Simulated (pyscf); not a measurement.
Structures and frequencies: ωB97X-D3(BJ)/def2-SVP in PySCF.

Estimate by transition-state theory the rate constant of `[CH3][CH2][Br]` + `[CH3]` [doublet] -> `[CH3][CH2][CH3]` + `[Br]` [doublet] (doublet surface; Br–C broken, C–C formed) at 1200 K, with ωB97M-D3(BJ)/def2-TZVP energies (ideal gas, 1 atm, RRHO with modes under 100 cm⁻¹ raised to 100, one conformer, R ln 2 for chiral ones without a mode under 150 cm⁻¹; no tunnelling).

The electronic barrier is 22.4 kcal/mol and the thermal terms add +39.6, so ΔG‡ = 61.9 kcal/mol. With k_BT/h = 2.50e+13 s⁻¹ and RT = 2.385 kcal/mol, and a volume of 1.64e-19 cm³ per molecule at 1 atm, k = 2.2e-17 cm³ molecule⁻¹ s⁻¹. Wigner's tunnelling factor for 895i cm⁻¹ would be 1.05. A shift of 1 kcal/mol in the barrier changes k by a factor 1.5. The same reactants have a lower exit, to •H₂C–CH₂–Br + CH₄ (barrier +14.0 kcal/mol at ωB97M-D3(BJ)/def2-TZVP, against +22.4 kcal/mol here). This is the saddle that the search found; another between the same sides may lie lower. The angle at the attacked C is 159°. Elements up to Kr have no core potential and no relativistic terms here.
